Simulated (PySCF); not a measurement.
# NaMg+: bond curves at several levels of theory

Aim: find the lowest electronic state of NaMg+, scan its bond at several levels of theory, and get bond length, wavenumber and dissociation energy from each curve.

Program: PySCF 2.14.0. Level of theory: Na aug-cc-pVDZ, Mg aug-cc-pVDZ, no relativity. These are calculated values, not measurements.

## (1) Input

The job is set up so:

```yaml
atoms: Na, Mg
charge: 1
basis: Na aug-cc-pVDZ, Mg aug-cc-pVDZ
Hamiltonian: no relativity
basis_functions: 54
electrons_treated: 22
masses_in_u: 22.9898, 23.9850
levels: PBE0, PBE, r²SCAN, B97-3, M06-L, revPBE, CAM-B3LYP, HF, MP2, SCS-MP2, CCSD, CCSD(T)
grid: 80 radial by 434 angular points
occupations: held fixed by the projection of orbital angular momentum
dissociation_limit: Na+ + Mg, each in its ground configuration
starting_distance_in_angstrom: 3.030
values_of_2S_to_try: 0, 2
```

Run with:

```bash
> OMP_NUM_THREADS=1 python dia.py task.json out
```

The runs that follow: PBE0 along the bond; Other states along the same grid; PBE (GGA); r²SCAN (meta-GGA); B97-3 (global hybrid GGA); M06-L; revPBE (GGA); CAM-B3LYP; RHF; Adding correlation.

Q: Predict the outcome of this session. Wanted: for each run, Re; ωe; De; μ.

The runs gave:

Lowest PBE0 solution found, without spin–orbit coupling: ¹Σ⁺ (singlet), closed shell. State 2 has its PBE0 minimum 1.92 eV higher. The other levels ran on the lowest alone.

```
      level  Re (Å)  ωe (cm⁻¹)  De (eV)  μ (D)
        RHF   3.331      138.7     0.51  -3.28
    RHF-MP2   3.289      141.6     0.53    n/a
RHF-SCS-MP2   3.291      141.4     0.52    n/a
   RHF-CCSD   3.286      143.4     0.52    n/a
RHF-CCSD(T)   3.285      143.5     0.52    n/a
        PBE   3.198      149.7     0.66  -2.72
     revPBE   3.247      145.2     0.64  -2.79
     r²SCAN   3.260      144.0     0.57  -3.16
      M06-L   3.425      113.2    0.487  -4.25
       PBE0   3.207      151.3     0.63  -2.81
      B97-3   3.221      146.5     0.55  -3.07
  CAM-B3LYP   3.164      153.5     0.62  -2.83
```

De is counted to Na+ + Mg in their ground configurations. A positive dipole points from Na to Mg; in an ion it is taken about the centre of mass and does not tell which atom is negative.

What this shows: Bond lengths run from 3.164 Å (CAM-B3LYP) to 3.425 Å (M06-L). CCSD(T) can't serve as the judge here: for a weak bond in this basis it is far from its limit. Of the levels with a De here, M06-L gives the least (0.487 eV) and PBE the most (0.66 eV).

Correlated steps freeze 2 core orbitals.
